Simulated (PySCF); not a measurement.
## How methods differ on the ionisation energy of S

S [Ne] 3s2 3p4 (3P) → S⁺ [Ne] 3s2 3p3 (4S), as a difference of total energies. Computed with PySCF 2.14 in aug-cc-pV(D+d)Z (5s4p3d, 32 functions), with no relativity, point nucleus. Correlated levels: valence: [Ne] frozen. The calculations carry no spin-orbit coupling.

```
           method  ionisation energy (eV)
              UHF                   9.230
    MP2 (valence)                   9.776
SCS-MP2 (valence)                   9.805
   CCSD (valence)                   9.806
CCSD(T) (valence)                   9.830
  CCSDT (valence)                   9.835
```

Task: How much does correlation contribute at CCSD(T) (valence)?

Result: 9.830 − (9.230) = 0.600 eV, measured against UHF.

Errors of the correlated levels include the incompleteness of this basis and the frozen core.

For comparison: 10.336 eV (measured; NIST levels, between the centres of gravity of the two terms).
